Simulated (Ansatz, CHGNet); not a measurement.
Elastic constant C12 (GPa) of solids drawn from the class of oxides, at two levels: the machine-learned potential CHGNet-r²SCAN (trained on r²SCAN data), and r²SCAN (PAW; Ansatz, a first-principles code).

| solid | CHGNet-r²SCAN | r²SCAN | shift (%) |
|---|---|---|---|
| anatase TiO2 (metastable phase) | 177 | 159 | -10.2 |
| rock-salt MgO | 103 | 94.6 | -8.2 |
| rutile SnO2 | 145 | 174 | +20 |
| corundum Ga2O3 (metastable phase) | 182 | 187 | +2.7 |
| cubic perovskite BaHfO3 | 102 | 86.4 | -15.3 |
| rock-salt SrO | 52.2 | 48.8 | -6.5 |
| cubic perovskite KTaO3 | 118 | 82.8 | -30 |
| rock-salt CaO | 69.0 | 59.5 | -13.8 |
| cubic perovskite BaZrO3 | 103 | 85.5 | -17.0 |
| A-type hexagonal La2O3 | 131 | 127 | -3.1 |

The shifts run from -30 % to +20 %, with a median of -9.2 %.

Over all 10 rows r²SCAN is the larger in 2.

Ansatz's runs of these crystals have no spin polarisation.

Spin–orbit coupling is left out, also for the solids with elements from indium on (rutile SnO2, cubic perovskite BaHfO3, cubic perovskite KTaO3, cubic perovskite BaZrO3, A-type hexagonal La2O3); its size isn't shown.

Each level is taken at its own relaxed cell. Ansatz's density-functional and Hartree–Fock values are scalar-relativistic unless marked +SOC, with PAW data made under PBE.
